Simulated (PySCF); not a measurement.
Molecule: `CP(C)(C)=N`, C₃H₁₀NP.

Atom-mapped SMILES (the numbers label the heavy atoms): `[CH3:1][P:2]([CH3:3])([CH3:4])=[NH:5]`. Each H is labelled by its parent atom.

Geometry PBE0-D3(BJ)/def2-SVP throughout; GIAO in PySCF 2.14, gas phase, one conformer, non-relativistic; equivalent atoms averaged; basis pcSseg-1.

For orientation, OPBE gives these shifts δ (against TMS, H3PO4, NH3 at the same level): C1/C3/C4 20.6, P2 -26.0, N5 46.8, H(C1)/H(C3)/H(C4) 1.18, H(N5) -0.35 ppm.

A run gave: C1/C3/C4 20.5, P2 -21.8, N5 49.3, H(C1)/H(C3)/H(C4) 1.15, H(N5) -0.34 ppm (shifts δ (against TMS, H3PO4, NH3 at the same level)).

Q: Which functional was used in that run?
A. BLYP
B. KT2
C. KT3
D. BP86

A: C. N5 tells them apart best: KT3 gives 49.3, KT2 gives 56.2, BP86 gives 56.8, BLYP gives 59.0 ppm.
